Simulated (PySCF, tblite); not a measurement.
## Complex of K+ and hydrogen fluoride

A gas-phase complex of K+ and hydrogen fluoride; charge +1, singlet. The structure comes from a short search (6 tight-binding starts) and was relaxed by PBE0-D3(BJ)/def2-SVPD; another way of binding may lie lower. Frequencies by PBE0-D3(BJ)/def2-SVPD show no clear imaginary mode.

Parts: 1 = K+ ([K+]), atoms 1, charge +1; 2 = hydrogen fluoride (F), atoms 2–3.

```tsv
atom	part	x (Å)	y (Å)	z (Å)
K1	1	0.026	-0.091	-0.145
F2	2	0.334	-1.389	-2.323
H3	2	0.443	-1.865	-3.111
```

| contact | kind (by geometry) | distance (Å) | angle (°) |
| --- | --- | --- | --- |
| K1···F2 | ion contact | 2.554 | - |

Interaction energies are complex less parts, with the parts frozen as they stand in it; counterpoise-corrected, in kcal/mol (PySCF).

(1) How strongly do the parts interact, level by level?

(2) What holds them together? Decompose the wB97M-D3(BJ)/def2-TZVPD energy: frozen parts, their antisymmetrised product, then relaxation.

The parts were also relaxed and run alone, at the levels used for the complex: shieldings by PBE0/pcSseg-2; core levels by delta-SCF with SCAN, pcX-2 on the ionised atom and pcseg-1 elsewhere, spin-free X2C.

Values alone: shielding of K1 (ppm): 1325.5; shielding of F2 (ppm): 410.9; F2 1s core level (eV): 694.12.

(3) How do these values change when the complex forms?

Answers

(1) 
| level | interaction | superposition error removed |
| --- | --- | --- |
| wB97M-D3(BJ)/def2-TZVPD | -11.97 | -0.15 |
| PBE0-D3(BJ)/def2-TZVPD | -12.31 | -0.16 |

(2) electrostatic -12.4, Pauli repulsion +4.1, orbital relaxation -3.6, dispersion correction -0.3 kcal/mol, which sum to the value before the counterpoise correction; the Pauli term holds the exchange-correlation of the frozen density too. Of the attraction, 76 % is electrostatic, 22 % is orbital relaxation, 2 % is dispersion correction.

(3) 
| property | alone | in the complex | change |
| --- | --- | --- | --- |
| shielding of K1 (ppm) | 1325.5 | 1312.7 | -12.8 |
| shielding of F2 (ppm) | 410.9 | 408.6 | -2.3 |
| F2 1s core level (eV) | 694.12 | 699.36 | +5.25 |
